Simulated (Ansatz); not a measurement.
Two shapes of singlet CH₂O.

Shape 1:

```xyz
4

C     0.0255    0.0409   -0.5095
O     0.0441    0.0175    0.6891
H    -0.0199   -0.9655   -1.1654
H    -0.0242    0.9040   -1.1079
```

Shape 2:

```xyz
4

C     0.0005    0.0080   -0.5287
O     0.0080    0.0060    0.6729
H    -0.0075   -0.9478   -1.1189
H    -0.0077    0.9505   -1.1269
```

Basis set: STO-3G (spherical functions). Correlated methods keep 2 orbitals frozen. Charge 0, multiplicity 1.

Computed with Ansatz (development build ahead of 0.2.0); each method stands on the lowest determinant of its kind that the runs found.

(1) Which shape is lower in energy, and by how much in each method?

Results:

(1)

| method | E(2) − E(1) (eV) |
| --- | --- |
| RHF | -0.247 |
| RHF-MP2 | -0.220 |

Shape 2 is lower.
